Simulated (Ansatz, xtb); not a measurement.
## C4H4S: 4 structures ranked

4 gas-phase structures of C4H4S, from a drawn sample of its isomers (lower ones may exist). Each was relaxed with GFN2-xTB:

A. `c1ccsc1`, a singlet
B. `CC#CC=S`, a singlet
C. `C=CC=C=S`, a singlet
D. `S=C1C=CC1`, a singlet

Q: Which do you expect lowest at r2SCAN-D4/def2-SVP, and how would the others follow?

A: Calculated order at r2SCAN-D4/def2-SVP: A (0.0), C (34.9), D (39.8), B (48.1) kcal/mol.

Energies above the lowest of each column, in kcal/mol; the last columns are at PBE0-D3(BJ)/def2-SVP geometries and were run for some of them only (a dash: not run or not comparable):

```json
{"structure": "A", "GFN2-xTB": "0.0", "HF/STO-3G": "0.0", "r2SCAN-D4/def2-SVP": "0.0", "PBE0-D3(BJ)/def2-SVP": "0.0", "CCSD(T)/def2-SVP + ΔMP2/def2-TZVPP": "0.0"}
{"structure": "C", "GFN2-xTB": "37.2", "HF/STO-3G": "61.4", "r2SCAN-D4/def2-SVP": "34.9", "PBE0-D3(BJ)/def2-SVP": "38.3", "CCSD(T)/def2-SVP + ΔMP2/def2-TZVPP": "36.1"}
{"structure": "D", "GFN2-xTB": "36.1", "HF/STO-3G": "51.5", "r2SCAN-D4/def2-SVP": "39.8", "PBE0-D3(BJ)/def2-SVP": "38.9", "CCSD(T)/def2-SVP + ΔMP2/def2-TZVPP": "40.4"}
{"structure": "B", "GFN2-xTB": "40.4", "HF/STO-3G": "62.2", "r2SCAN-D4/def2-SVP": "48.1", "PBE0-D3(BJ)/def2-SVP": "–", "CCSD(T)/def2-SVP + ΔMP2/def2-TZVPP": "–"}
```

Every level run on A puts it lowest or level with the lowest. Flexible structures stand in one conformer each, not always the lowest. Frequencies (PBE0-D3(BJ)/def2-SVP) were run for A, C, D alone. The ΔMP2 step shifts differences by up to 4.2 kcal/mol, which makes them less sure. ΔMP2 is the change of the MP2 energy from the smaller to the larger basis.

Over these structures GFN2-xTB departs from r2SCAN-D4/def2-SVP by 3.4 kcal/mol on average once a common shift is removed. A GFN2-xTB relaxation took about 0.05 s and the r2SCAN-D4/def2-SVP energy about 1.6 s on a shared host (Ansatz 0.2.0, xtb 6.7.1).
